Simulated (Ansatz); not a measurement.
**BeN₂ (triplet): wave-function methods side by side, def2-QZVPP**

An exercise on one series of results from a longer session: the logs are not shown, and one member is left open.

Program: Ansatz 0.2.0, Gaussian basis. Level of theory: def2-QZVPP, core rule «outside noble gas», up to 3 orbitals frozen. These are calculated values, not measurements.

The runs, in order: UHF; ROHF; CCSD(T) on UHF.

2 further runs of the same task are left out: 2 set aside as unsound or not needed.

## The system

The geometry is a PBE0/def2-TZVP stationary point (not a proven minimum) of the parent state, kept for this charge and spin.

3 atoms, charge 0, spin multiplicity 3.

Atoms are counted from 1 here; the program's logs count them from 0.

Bond lengths: Be1–N2 1.507 Å, Be1–N3 1.560 Å, N2–N3 1.252 Å. Angles: N2–Be1–N3 48.1°, Be1–N2–N3 68.1°, Be1–N3–N2 63.7°.

Set-up of the first run:

File in.yaml:

```yaml
crystal:
  periodic: [false, false, false]
  atoms:
    - {symbol: Be, position_ang: [0.000000, 0.349937, -0.999909]}
    - {symbol: N, position_ang: [0.000000, -0.693141, 0.087710]}
    - {symbol: N, position_ang: [0.000000, 0.467984, 0.555651]}
basis:
  gaussian: {orbitals: "def2-QZVPP.json"}
magnetization: {spin_polarized: true, initial_magnetization: 2}
hamiltonian: {xc: hf}
output: {orbitals: {seedname: orbitals}}
```

Run with:

```
> ansatz run in.yaml --threads 1 --pin off --events-out ev --progress --plain --max-ram 2393MiB
```

Steps of the session up to this table: UHF; ROHF; CCSD(T) on UHF.

One table of the session follows, with a row left open; its other results are not shown here.

```
  method  from UCCSD(T) (meV)
    ROHF             +12403.5
     UHF             +12203.1
    UMP2               +697.4
   UCCSD                    ?
UCCSD(T)                    0
```

**Question.** Estimate the row for UCCSD.

**Answer.** from UCCSD(T) (meV): +651.4. In the column «from UCCSD(T) (meV)» it lies between UCCSD(T) (0) and UMP2 (+697.4).
